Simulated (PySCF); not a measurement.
Geometry:
| atom | x (Å) | y (Å) | z (Å) |
| --- | --- | --- | --- |
| O1 | -1.480 | -0.356 | 1.133 |
| C2 | -0.781 | 0.117 | 0.024 |
| C3 | 0.545 | -0.632 | -0.133 |
| S4 | 1.420 | -0.665 | 1.461 |
| H5 | -0.710 | -0.569 | 1.735 |
| H6 | -0.547 | 1.205 | 0.117 |
| H7 | -1.421 | -0.002 | -0.877 |
| H8 | 0.317 | -1.661 | -0.485 |
| H9 | 1.138 | -0.152 | -0.938 |

Total charge -1.

Geometry: PBE0-D3(BJ)/def2-SVP; GIAO absolute shieldings from PySCF 2.14, gas phase, non-relativistic, averaged over equivalent atoms.

At PBE0/pcSseg-1 (100 basis functions, 5.8 s wall time on 1 thread of an Arm Neoverse V1, shared host):
```
atoms  σ (ppm)
   O1    299.8
   C2    117.9
   C3    141.5
   S4    729.3
   H5    25.10
H6/H7    28.43
H8/H9    28.80
```

Problem. Estimate the result of repeating the calculation with wB97X-D/pcSseg-2.

Solution. 
| atoms | σ at wB97X-D/pcSseg-2 | change |
| --- | --- | --- |
| O1 | 293.2 | -6.6 |
| C2 | 114.9 | -3.0 |
| C3 | 141.6 | +0.1 |
| S4 | 724.5 | -4.8 |
| H5 | 24.28 | -0.82 |
| H6/H7 | 28.35 | -0.08 |
| H8/H9 | 28.73 | -0.07 |

The largest change is at O1 (alcohol oxygen). Cost: 221 basis functions, 21 s wall time on 1 thread of an Arm Neoverse V1, shared host.
